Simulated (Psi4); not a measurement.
# One shape, several levels: doublet [Si2NH7]+

Aim: a comparison of 6 runs (U-wB97X/6-31G*, UB3LYP/6-31G*, UBLYP/6-31G*, UM06-L/6-31G*, UPBE/6-31G*, UTPSS/6-31G*) of doublet [Si2NH7]+. 

Program for the calculation: Psi4 1.11.

1 further run of the same task is left out (set aside as unsound or not needed).

### Step 1. The system as given

The species is [Si2NH7]+ (10 atoms), meant as a doublet with charge +1. As SMILES of the parent species, `[SiH3]N[SiH3]`. The coordinates come from a PBE0-D4/def2-TZVP relaxation. That shape belongs to the parent species and isn't relaxed for this state.

Bond lengths: Si1–N2 1.726 Å, N2–Si3 1.726 Å, Si1–H4 1.484 Å, Si1–H5 1.490 Å, Si1–H6 1.488 Å, N2–H7 1.011 Å, Si3–H8 1.484 Å, Si3–H9 1.488 Å, Si3–H10 1.490 Å. Some angles: Si1–N2–Si3 128.9°, Si1–N2–H7 115.5°, Si3–N2–H7 115.5°, N2–Si1–H4 107.4°, N2–Si1–H5 112.6°, N2–Si1–H6 110.9°, N2–Si3–H8 107.4°, N2–Si3–H9 110.9°, N2–Si3–H10 112.6°, H4–Si1–H5 109.0°.

### Step 2. The energy at U-wB97X/6-31G(d) (spherical functions) (run 1)

The input, input.in:

```
memory 2200 MB

molecule geom {
  1 2
  Si    -1.97060640     1.43314940    -1.66294009
  N      0.22674824     0.94563785     0.69668533
  Si     1.88184597    -1.76738526     1.42748022
  H     -2.59574670    -1.07196604    -2.75567422
  H     -1.00586342     3.10927978    -3.70875759
  H     -4.29776633     2.63344674    -0.63577946
  H      0.68406196     2.48931733     1.72520657
  H      0.76172970    -3.85936877    -0.06564909
  H      1.69553787    -2.34896737     4.17312000
  H      4.62005912    -1.56314366     0.80630834
  units au
  symmetry c1
  no_reorient
  no_com
}

set reference uks
set puream true
set e_convergence 1e-09
set d_convergence 1e-08
set scf_type pk
set dft_radial_points 99
set dft_spherical_points 590
set maxiter 100

energy("wb97x/6-31G*")
```

Run with:

```
$ psi4 -i input.in -o input.out -n 1
```

input.out:

```text
[...]
  Running in c1 symmetry.
[...]
  Nuclear repulsion =  156.903590362256068
[...]
  Multiplicity = 2
[...]
  Nalpha       = 21
  Nbeta        = 20
[...]
    Number of basis functions: 64
[...]
   @UKS iter   1:  -637.45506376706317   -2.76418e-01   6.19430e-03 DIIS/ADIIS
[...]
   @UKS iter  13:  -637.54962839655764   -7.16227e-12   8.11056e-09 DIIS
[...]
   @S^2 Observed:                7.589286988E-01
[...]
  @UKS Final Energy:  -637.54962839655764
   => Energetics <=
    Nuclear Repulsion Energy =            156.9035903622560681
    One-Electron Energy =               -1183.5097057065574973
    Two-Electron Energy =                 426.8463390909085433
    DFT Exchange-Correlation Energy =     -37.7898521431646373
    Empirical Dispersion Energy =           0.0000000000000000
    VV10 Nonlocal Energy =                  0.0000000000000000
    Total Energy =                       -637.5496283965576367
[...]
 Multipole Moments:
 ------------------------------------------------------------------------------------
     Multipole            Electronic (a.u.)      Nuclear  (a.u.)        Total (a.u.)
 ------------------------------------------------------------------------------------
 L = 1.  Multiply by 2.5417464519 to convert [e a0] to [Debye]
 Dipole X            :          0.0443102            0.2066039            0.2509141
 Dipole Y            :         -0.6290459            1.3287609            0.6997151
 Dipole Z            :         -0.7071793            1.1191337            0.4119544
 Magnitude           :                                                    0.8498620
[...]
```

It took 34 s on 1 thread of Intel Xeon at 2.70GHz, shared host; peak memory 1.2 GiB.

### Step 3. Energy and gradient at UB3LYP/6-31G(d) (spherical functions) (run 2)

The input, run.py:

```python
import psi4

psi4.set_memory('2200 MB')
psi4.set_num_threads(1)
psi4.set_output_file('h7nsi2.out', False)

molecule = psi4.geometry("""
1 2
Si
N 1 1.725626
Si 2 1.725629 1 128.94281
H 1 1.483629 2 107.37908 3 10.1699
H 1 1.489755 4 108.97528 2 122.21035
H 1 1.488432 4 109.82499 5 117.08941
H 2 1.010983 1 115.47104 4 -173.90176
H 3 1.483631 2 107.37706 7 173.95868
H 3 1.488436 8 109.82301 2 120.70542
H 3 1.489742 8 108.97874 9 117.08866
symmetry c1
no_reorient
no_com
""")

psi4.set_options({
    'reference': 'uks',
    'puream': True,
    'e_convergence': 1e-09,
    'd_convergence': 1e-08,
    'scf_type': 'pk',
    'dft_radial_points': 99,
    'dft_spherical_points': 590,
    'maxiter': 100,
})

result, w = psi4.gradient("b3lyp/6-31G*", return_wfn=True)
psi4.oeprop(w, "MULLIKEN_CHARGES", "LOWDIN_CHARGES", "MAYER_INDICES")
print('gradient / Eh bohr^-1')
print(result.np.round(6))
print(f'energy = {w.energy():.10f} Eh')
```

Run with:

```
$ python run.py
```

h7nsi2.out:

```text
[...]
  Running in c1 symmetry.
[...]
  Nuclear repulsion =  156.903613821312916
[...]
  Multiplicity = 2
[...]
  Nalpha       = 21
  Nbeta        = 20
[...]
    Number of basis functions: 64
[...]
   @UKS iter   1:  -637.44291243578050   -2.52475e-03   9.77328e-03 ADIIS/DIIS
[...]
   @UKS iter  13:  -637.62914419701178   -3.41061e-13   6.42316e-09 DIIS
[...]
   @S^2 Observed:                7.575706514E-01
[...]
  @UKS Final Energy:  -637.62914419701178
   => Energetics <=
    Nuclear Repulsion Energy =            156.9036138213129163
    One-Electron Energy =               -1183.6345227173219428
    Two-Electron Energy =                 430.3459328667950672
    DFT Exchange-Correlation Energy =     -41.2441681677979091
    Empirical Dispersion Energy =           0.0000000000000000
    VV10 Nonlocal Energy =                  0.0000000000000000
    Total Energy =                       -637.6291441970117830
[...]
  -Total Gradient:
     Atom            X                  Y                   Z
    ------   -----------------  -----------------  -----------------
       1        0.008459791098     0.015575856623     0.057640943064
       2       -0.006561994977    -0.022301436917    -0.010654542123
       3        0.008416270292     0.054633741250    -0.024097094759
       4       -0.001319291592    -0.002985478004    -0.004812654904
       5       -0.003845213678    -0.004146051014    -0.007781180923
       6        0.000074596411    -0.004181401586    -0.006977059692
       7       -0.000166211739    -0.014240610149    -0.006802141928
       8       -0.001310715154    -0.005622732338     0.000698070611
       9        0.000087444143    -0.008057532389     0.001131885677
      10       -0.003836362174    -0.008661961406     0.001659681375
[...]
```

Standard output:

```text
gradient / Eh bohr^-1
[[ 8.4600e-03  1.5576e-02  5.7641e-02]
 [-6.5620e-03 -2.2301e-02 -1.0655e-02]
 [ 8.4160e-03  5.4634e-02 -2.4097e-02]
 [-1.3190e-03 -2.9850e-03 -4.8130e-03]
 [-3.8450e-03 -4.1460e-03 -7.7810e-03]
 [ 7.5000e-05 -4.1810e-03 -6.9770e-03]
 [-1.6600e-04 -1.4241e-02 -6.8020e-03]
 [-1.3110e-03 -5.6230e-03  6.9800e-04]
 [ 8.7000e-05 -8.0580e-03  1.1320e-03]
 [-3.8360e-03 -8.6620e-03  1.6600e-03]]
energy = -637.6291441970 Eh
```

Run time: 43 s. Hardware: 1 thread of Intel Xeon at 2.70GHz, shared host; peak memory 1.2 GiB.

Runs 3 to 5 aren't shown in full; the table further down has their settings and results.

### Step 4. Energy and forces at UTPSS/6-31G(d) (spherical functions) (run 6)

The input, h7nsi2.xyz:

```xyz
10
H7NSi2
Si    -1.042800     0.758390    -0.879990
N      0.119990     0.500410     0.368670
Si     0.995830    -0.935260     0.755390
H     -1.373610    -0.567260    -1.458240
H     -0.532280     1.645360    -1.962590
H     -2.274280     1.393560    -0.336440
H      0.361990     1.317290     0.912940
H      0.403090    -2.042290    -0.034740
H      0.897240    -1.243020     2.208320
H      2.444830    -0.827180     0.426680
```

The input, run.py:

```python
import numpy as np
from ase.calculators.psi4 import Psi4
from ase.io import read

mol = read('h7nsi2.xyz')
calc = Psi4(atoms=mol, method='tpss', basis='6-31G*', memory='2200MB', num_threads=1, charge=1, multiplicity=2, label='psi4-calc', reference='uks')
calc.psi4.set_options({'puream': True, 'e_convergence': 1e-09, 'd_convergence': 1e-08, 'scf_type': 'pk', 'dft_radial_points': 99, 'dft_spherical_points': 590, 'maxiter': 100})
mol.calc = calc

forces = mol.get_forces()
print(f'energy: {mol.get_potential_energy():.6f} eV')
print('forces / eV A^-1')
print(np.round(forces, 5))
```

Run with:

```
$ python run.py
```

psi4-calc.dat:

```text
[...]
  Running in c1 symmetry.
[...]
  Nuclear repulsion =  156.903590374845123
[...]
  Multiplicity = 2
[...]
  Nalpha       = 21
  Nbeta        = 20
[...]
    Number of basis functions: 64
[...]
   @UKS iter   1:  -637.42310426384279    7.49874e-02   1.09964e-02 DIIS/ADIIS
[...]
   @UKS iter  13:  -637.65536647040506   -2.70575e-11   4.38968e-09 DIIS
[...]
   @S^2 Observed:                7.558504497E-01
[...]
  @UKS Final Energy:  -637.65536647040506
   => Energetics <=
    Nuclear Repulsion Energy =            156.9035903748451233
    One-Electron Energy =               -1183.6983297257957020
    Two-Electron Energy =                 440.3214136449228704
    DFT Exchange-Correlation Energy =     -51.1820407643773549
    Empirical Dispersion Energy =           0.0000000000000000
    VV10 Nonlocal Energy =                  0.0000000000000000
    Total Energy =                       -637.6553664704050561
[...]
  -Total Gradient:
     Atom            X                  Y                   Z
    ------   -----------------  -----------------  -----------------
       1        0.042355999486     0.009556142168     0.040165579392
       2       -0.008601902592    -0.018609301856    -0.008555767023
       3       -0.014774279183     0.056997409968    -0.005601474314
       4       -0.003989976861    -0.002929246815    -0.003595103362
       5       -0.006819819477    -0.003927598931    -0.004298548268
       6       -0.004207639820    -0.003123037975    -0.005655109928
       7       -0.004036525428    -0.015439872019    -0.010959588853
       8       -0.000180292546    -0.006090501987    -0.000553364773
       9        0.001071074793    -0.007499807346    -0.001437873951
      10       -0.000813145806    -0.008915886395     0.000505830046
[...]
```

On the terminal:

```text
energy: -17351.486328 eV
forces / eV A^-1
[[-2.17803 -0.4914  -2.0654 ]
 [ 0.44233  0.95693  0.43996]
 [ 0.75972 -2.93092  0.28804]
 [ 0.20517  0.15063  0.18487]
 [ 0.35069  0.20197  0.22104]
 [ 0.21637  0.16059  0.2908 ]
 [ 0.20757  0.79395  0.56356]
 [ 0.00927  0.31319  0.02846]
 [-0.05508  0.38566  0.07394]
 [ 0.04181  0.45847 -0.02601]]
```

Run time: 92 s. Hardware: 1 thread of Intel Xeon at 2.70GHz, shared host; peak memory 1.4 GiB.

### Step 5. The series

```
run                                 level      task  energy (Eh)  HOMO energy (eV)  LUMO energy (eV)   ⟨S²⟩  wall time
  1  U-wB97X/6-31G* (spherical functions)    energy  -637.549628            -17.13             -9.53  0.759       34 s
  2   UB3LYP/6-31G* (spherical functions)  gradient  -637.629144            -14.47            -11.68  0.758       43 s
  3    UBLYP/6-31G* (spherical functions)    energy  -637.547108            -13.08            -12.04  0.754       27 s
  4   UM06-L/6-31G* (spherical functions)  gradient  -637.583985            -13.65            -12.28  0.756       84 s
  5     UPBE/6-31G* (spherical functions)    energy  -637.200794            -13.18            -12.16  0.754       29 s
  6    UTPSS/6-31G* (spherical functions)  gradient  -637.655366            -13.55            -12.19  0.756       92 s
```

### Step 6. What came out

```
                                 quantity          value
                      run 6: total energy  -637.65537 Eh
run 6: HOMO energy (highest over α and β)      -13.55 eV
 run 6: LUMO energy (lowest over α and β)      -12.19 eV
                              run 6: ⟨S²⟩          0.756
          run 6: largest force on an atom     3.042 eV/Å
```

**Reading.** Totals of different functionals can't be ranked against each other. All runs together took 5.2 min, the longest 92 s.
